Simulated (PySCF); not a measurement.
Numbering as in the mapped SMILES `[CH3:1][SiH2:2][CH3:3]` (H(Xn): hydrogen on atom n).

Theoretical values (PySCF 2.14.0 with density-fitted response routines): shielding tensors at PBE0/pcSseg-1 (GIAO), GFN2-xTB geometry. A single conformation, no relativistic terms, in vacuum, fast rotation and ring inversion assumed for equivalent nuclei.

Chemical shifts δ = σref − σ; ¹³C and ¹H and ²⁹Si vs TMS, all at this level.

```
      atoms  nucleus  count  δ (ppm)
     H(Si2)       ¹H      2        ?
H(C1)/H(C3)       ¹H      6        ?
        Si2     ²⁹Si      1    -45.9
      C1/C3      ¹³C      2     -5.6
```

Q: Complete the table.

A: 
- H(Si2): 4.20 ppm, hydrogen on a silicon bonded to 2 C
- H(C1)/H(C3): 0.12 ppm, hydrogen on a methyl carbon bonded to Si; an electropositive neighbour shields it, as in TMS itself

Shifts are as computed. Against solution values, carbons near 30 ppm lie about +3 ppm off and those near 130 ppm about +5 ppm. Of 1211 compounds with measured shifts, 218 miss one by over three times the rms of a fit or turn the order of signals round; such compounds aren't used in these exercises.
